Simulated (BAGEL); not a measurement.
# C2H6N2 (SMILES C=NNC): HF/3-21G (density fitting with qzvpp-jkfit)

What is the vertical ionisation energy of C2H6N2 at HF/3-21G (density fitting with qzvpp-jkfit)? 

The results are computed with BAGEL 1.2.2.

19 further runs of the same task are left out: 19 set aside as unsound or not needed.

## 1. The system as given

The species is C2H6N2 (10 atoms), meant as a singlet with charge 0. SMILES: `C=NNC`. Geometry: relaxed at GFN2-xTB. This is one conformer, not always the lowest.

Bond lengths: C1–N2 1.264 Å, N2–N3 1.330 Å, N3–C4 1.439 Å, C1–H5 1.074 Å, C1–H6 1.093 Å, N3–H7 1.022 Å, C4–H8 1.090 Å, C4–H9 1.097 Å, C4–H10 1.088 Å. Some angles: C1–N2–N3 121.3°, N2–N3–C4 117.0°, N2–C1–H5 117.7°, N2–C1–H6 124.0°, N2–N3–H7 118.1°, C4–N3–H7 116.4°, N3–C4–H8 109.3°, N3–C4–H9 112.8°, N3–C4–H10 107.6°, H5–C1–H6 118.3°.

## 2. The energy at HF/3-21G (density fitting with qzvpp-jkfit)

Contents of input.json:

```json
{ "bagel" : [

{
  "title" : "molecule",
  "basis" : "3-21g",
  "df_basis" : "qzvpp-jkfit",
  "angstrom" : "true",
  "geometry" : [
    { "atom" : "C", "xyz" : [   -0.151520,    1.912180,    0.349430 ] },
    { "atom" : "N", "xyz" : [    0.268200,    0.860760,   -0.212570 ] },
    { "atom" : "N", "xyz" : [    0.096020,   -0.334960,    0.342930 ] },
    { "atom" : "C", "xyz" : [    0.215020,   -1.479440,   -0.521860 ] },
    { "atom" : "H", "xyz" : [    0.085960,    2.853360,   -0.111080 ] },
    { "atom" : "H", "xyz" : [   -0.726590,    1.921020,    1.278390 ] },
    { "atom" : "H", "xyz" : [   -0.568480,   -0.416430,    1.114630 ] },
    { "atom" : "H", "xyz" : [    0.534730,   -2.341580,    0.063260 ] },
    { "atom" : "H", "xyz" : [   -0.723880,   -1.725390,   -1.033180 ] },
    { "atom" : "H", "xyz" : [    0.970540,   -1.249520,   -1.269970 ] }
  ]
},
{ "title" : "hf" },
{ "title" : "print", "file" : "orbitals.molden", "orbitals" : "true" }

]}
```

Run with:

```bash
$ BAGEL_NUM_THREADS=1 BAGEL input.json > input.out
```

Log:

```text
* using 1 threads per process

  ===============================================================
  ===============================================================

  *** Geometry ***

  { "atom" : "C", "xyz" : [     -0.286331,      3.613497,      0.660327 ] },
  { "atom" : "N", "xyz" : [      0.506825,      1.626601,     -0.401699 ] },
  { "atom" : "N", "xyz" : [      0.181452,     -0.632983,      0.648044 ] },
  { "atom" : "C", "xyz" : [      0.406329,     -2.795736,     -0.986172 ] },
  { "atom" : "H", "xyz" : [      0.162441,      5.392069,     -0.209911 ] },
  { "atom" : "H", "xyz" : [     -1.373056,      3.630202,      2.415807 ] },
  { "atom" : "H", "xyz" : [     -1.074272,     -0.786939,      2.106345 ] },
  { "atom" : "H", "xyz" : [      1.010493,     -4.424945,      0.119544 ] },
  { "atom" : "H", "xyz" : [     -1.367935,     -3.260515,     -1.952427 ] },
  { "atom" : "H", "xyz" : [      1.834055,     -2.361251,     -2.399895 ] },

  Number of auxiliary basis functions:      412

  Since a DF basis is specified, we compute 2- and 3-index integrals:
    o Being stored without compression. Storage requirement is 0.008 GB

  Number of basis functions:       48
  Number of electrons      :       32

    * METHOD: MOLECULE                             0.11

  *** RHF ***

  === Nuclear Repulsion ===
   122.2765777767

      * DIIS with orbital gradients will be used.

  === RHF iteration (3-21g) ===
      0       -186.92637824          0.01817384           0.02
      1       -186.98780036          0.00696190           0.02
      2       -186.99718129          0.00306125           0.02
      3       -186.99909977          0.00059900           0.02
      4       -186.99923122          0.00020958           0.02
      5       -186.99925850          0.00004493           0.02
      6       -186.99925931          0.00001263           0.02
      7       -186.99925940          0.00000391           0.02
      8       -186.99925940          0.00000218           0.02
      9       -186.99925941          0.00000067           0.02
     10       -186.99925941          0.00000036           0.02
     11       -186.99925941          0.00000013           0.02
     12       -186.99925941          0.00000004           0.02
     13       -186.99925941          0.00000001           0.02
     14       -186.99925941          0.00000001           0.02
    * SCF iteration converged.

    * Permanent dipole moment:
           (    0.575144,     0.369491,    -0.377518) a.u.

    * METHOD: HF                                   0.35

    * METHOD: PRINT                                0.00

  ===============================================================
```

Wall time 0.6 s (1 thread of Arm Neoverse V2, shared host).

## 3. The doublet cation at the same level

Contents of job.json:

```json
{ "bagel": [

{
  "title": "molecule",
  "basis": "3-21g",
  "df_basis": "qzvpp-jkfit",
  "angstrom": true,
  "geometry": [
    { "atom": "C", "xyz": [   -0.151520,    1.912180,    0.349430 ] },
    { "atom": "N", "xyz": [    0.268200,    0.860760,   -0.212570 ] },
    { "atom": "N", "xyz": [    0.096020,   -0.334960,    0.342930 ] },
    { "atom": "C", "xyz": [    0.215020,   -1.479440,   -0.521860 ] },
    { "atom": "H", "xyz": [    0.085960,    2.853360,   -0.111080 ] },
    { "atom": "H", "xyz": [   -0.726590,    1.921020,    1.278390 ] },
    { "atom": "H", "xyz": [   -0.568480,   -0.416430,    1.114630 ] },
    { "atom": "H", "xyz": [    0.534730,   -2.341580,    0.063260 ] },
    { "atom": "H", "xyz": [   -0.723880,   -1.725390,   -1.033180 ] },
    { "atom": "H", "xyz": [    0.970540,   -1.249520,   -1.269970 ] }
  ]
},
{ "title": "uhf", "charge": 1, "nopen": 1 },
{ "title": "print", "file": "orbitals.molden", "orbitals": true }

]}
```

Run with:

```bash
$ BAGEL_NUM_THREADS=1 BAGEL job.json > job.out
```

Log:

```text
* using 1 threads per process

  ===============================================================
  ===============================================================

  *** Geometry ***

  { "atom" : "C", "xyz" : [     -0.286331,      3.613497,      0.660327 ] },
  { "atom" : "N", "xyz" : [      0.506825,      1.626601,     -0.401699 ] },
  { "atom" : "N", "xyz" : [      0.181452,     -0.632983,      0.648044 ] },
  { "atom" : "C", "xyz" : [      0.406329,     -2.795736,     -0.986172 ] },
  { "atom" : "H", "xyz" : [      0.162441,      5.392069,     -0.209911 ] },
  { "atom" : "H", "xyz" : [     -1.373056,      3.630202,      2.415807 ] },
  { "atom" : "H", "xyz" : [     -1.074272,     -0.786939,      2.106345 ] },
  { "atom" : "H", "xyz" : [      1.010493,     -4.424945,      0.119544 ] },
  { "atom" : "H", "xyz" : [     -1.367935,     -3.260515,     -1.952427 ] },
  { "atom" : "H", "xyz" : [      1.834055,     -2.361251,     -2.399895 ] },

  Number of auxiliary basis functions:      412

  Since a DF basis is specified, we compute 2- and 3-index integrals:
    o Being stored without compression. Storage requirement is 0.008 GB

  Number of basis functions:       48
  Number of electrons      :       32

    * METHOD: MOLECULE                             0.10

  *** Open-shell HF ***

  === Nuclear Repulsion ===
   122.2765777767

      * DIIS with orbital gradients will be used.

  === UHF iteration (3-21g) ===
      0       -186.65006249          0.03148995           0.04
      1       -186.71995291          0.01250493           0.04
      2       -186.73033608          0.00744960           0.04
      3       -186.73391151          0.00191753           0.04
      4       -186.73636461          0.00102754           0.04
      5       -186.73754937          0.00062601           0.04
      6       -186.73824880          0.00033057           0.04
      7       -186.73848701          0.00019287           0.04
      8       -186.73858140          0.00009617           0.04
      9       -186.73860329          0.00007034           0.04
     10       -186.73861523          0.00003067           0.03
     11       -186.73861705          0.00001190           0.04
     12       -186.73861718          0.00000630           0.04
     13       -186.73861723          0.00000353           0.03
     14       -186.73861725          0.00000154           0.04
     15       -186.73861725          0.00000073           0.04
     16       -186.73861725          0.00000054           0.04
     17       -186.73861725          0.00000023           0.04
     18       -186.73861725          0.00000008           0.04
     19       -186.73861725          0.00000004           0.04
     20       -186.73861725          0.00000002           0.04
     21       -186.73861725          0.00000001           0.04
     22       -186.73861725          0.00000001           0.04
    * SCF iteration converged.

    * S^2 (UHF) is 0.8930

    * Permanent dipole moment:
           (    0.721619,     0.266700,    -0.846638) a.u.

    * METHOD: UHF                                  0.89

    * METHOD: PRINT                                0.00

  ===============================================================
```

Wall time 1.1 s (1 thread of Arm Neoverse V2, shared host).

## 4. Summary of results

At HF/3-21G (density fitting with qzvpp-jkfit):

| quantity | value |
| --- | --- |
| singlet C2H6N2: total energy | -186.99926 Eh |
| singlet C2H6N2: dipole moment | 1.98 D |
| singlet C2H6N2: HOMO energy | -8.80 eV |
| singlet C2H6N2: LUMO energy | 5.36 eV |
| singlet C2H6N2: HOMO–LUMO gap | 14.17 eV |
| doublet cation: total energy | -186.73862 Eh |
| doublet cation: ⟨S²⟩ | 0.893 |
| vertical ionisation energy (to the doublet cation) | 7.092 eV |

In words: Removing an electron at fixed nuclei costs 7.09 eV (164 kcal/mol). The negative HOMO energy of the first species, 8.80 eV, lies 1.71 eV above that difference. ⟨S²⟩ (doublet cation) is 0.89 where a pure doublet has 0.75: the reference is spin-contaminated.
